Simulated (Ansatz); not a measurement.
```yaml
crystal:
  periodic: [false, false, false]
  atoms:
    - {symbol: In, position_ang: [0.000000, 0.000000, 0.000000]}
    - {symbol: H, position_ang: [1.718995, 0.012561, 0.004605]}
    - {symbol: H, position_ang: [-0.870371, 1.482417, -0.004040]}
    - {symbol: H, position_ang: [-0.848624, -1.494978, -0.000565]}
basis:
  gaussian: {orbitals: def2-TZVP}
hamiltonian: {xc: pbe0}
relax: {f_tol: 0.004, max_steps: 80}
```

```sh
$ ansatz run in.yaml --threads 1 --pin off --events-out ev --progress --plain --max-ram 2176MiB
```

Steps of the relaxation (energy above the last step; positions in Å, forces in eV/Å):

```
4
step 1, 0.6 meV
In    0.000    0.000    0.000    0.000    0.000    0.000
H     1.719    0.013    0.005    0.070    0.001    0.000
H    -0.870    1.482   -0.004   -0.035    0.060    0.000
H    -0.849   -1.495   -0.001   -0.034   -0.061    0.000
```

```
4
step 2, 0.1 meV
In    0.000    0.000    0.000    0.000    0.000    0.000
H     1.727    0.013    0.005   -0.031    0.000    0.000
H    -0.874    1.489   -0.004    0.016   -0.027    0.000
H    -0.853   -1.502   -0.001    0.016    0.027    0.000
```

```
4
step 3, 0.0 meV
In    0.000    0.000    0.000    0.000    0.000    0.000
H     1.725    0.013    0.005    0.000    0.000    0.000
H    -0.873    1.487   -0.004    0.000    0.000    0.000
H    -0.851   -1.500   -0.001    0.000    0.000    0.000
```

Close pairs at the end: In1–H2 1.725 Å, In1–H3 1.725 Å, In1–H4 1.725 Å.

A stationary point of restricted PBE0 after 3 steps (its stability towards spin polarisation wasn't tested); no frequencies were run, so it isn't proven a minimum. 11 s on 1 thread of Arm Neoverse N1, shared host.
